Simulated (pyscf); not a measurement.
Addition across a multiple bond or ene-type step: [HAs=In]• + hydrogen (H₂) → [H₂As–InH]•

Gas phase, doublet surface, charge 0. Bonds broken: H4–H5. Bonds formed: In1–H5, As2–H4. Single points on ωB97X-D3(BJ)/def2-SVP structures (PySCF, gas phase).

Transition state (Å):

```xyz
5

In     0.4534    -0.0684     0.5775
As    -2.2539    -0.4255     0.9873
H     -1.9301    -1.8943     0.7008
H     -1.4129     0.0018    -0.5005
H     -0.4827     0.1933    -1.1991
```

One imaginary mode, 1690i cm⁻¹; descent along it reached the two sides named.

```
bond    change  reactant side (Å)  saddle  product side
------  ------  -----------------  ------  ------------
H4–H5   breaks              0.763   1.179           3.7
In1–H5   forms                3.1   2.025         1.770
As2–H4   forms                3.3   1.762         1.524
```

Electronic energies relative to the separated reactants (kJ/mol):

```csv
level,barrier,reaction energy,reverse barrier
ωB97X-D3(BJ)/def2-TZVP,105.6,-22.0,127.7
PBE/def2-TZVP,63.5,-18.2,81.7
r²SCAN/def2-TZVP,69.0,-27.3,96.2
B3LYP-D3(BJ)/def2-TZVP,89.3,-6.4,95.7
PBE0-D3(BJ)/def2-TZVP,75.5,-25.8,101.3
M06-2X/def2-TZVP,100.5,-7.6,108.1
ωB97M-D3(BJ)/def2-TZVP,98.8,-18.2,117.0
HF/def2-TZVP,167.2,-1.3,168.5
```

With ωB97M-D3(BJ)/def2-TZVP energies and thermal terms (ideal gas, 1 atm, RRHO with modes under 100 cm⁻¹ raised to 100, one conformer, R ln 2 for chiral ones without a mode under 150 cm⁻¹), in kJ/mol:

```json
[
 {"T (K)": "298", "ΔH‡": "93.4", "ΔG‡": "126.4", "ΔH": "-13.3", "ΔG": "+17.7"},
 {"T (K)": "600", "ΔH‡": "90.8", "ΔG‡": "161.2", "ΔH": "-14.2", "ΔG": "+49.8"},
 {"T (K)": "900", "ΔH‡": "91.4", "ΔG‡": "196.3", "ΔH": "-12.4", "ΔG": "+81.5"},
 {"T (K)": "1200", "ΔH‡": "93.1", "ΔG‡": "231.0", "ΔH": "-9.1", "ΔG": "+112.3"}
]
```

This is the saddle that the search found; another between the same sides may lie lower. Elements up to Kr have no core potential and no relativistic terms here. Elements past Kr carry the def2 core potentials, without spin-orbit coupling.
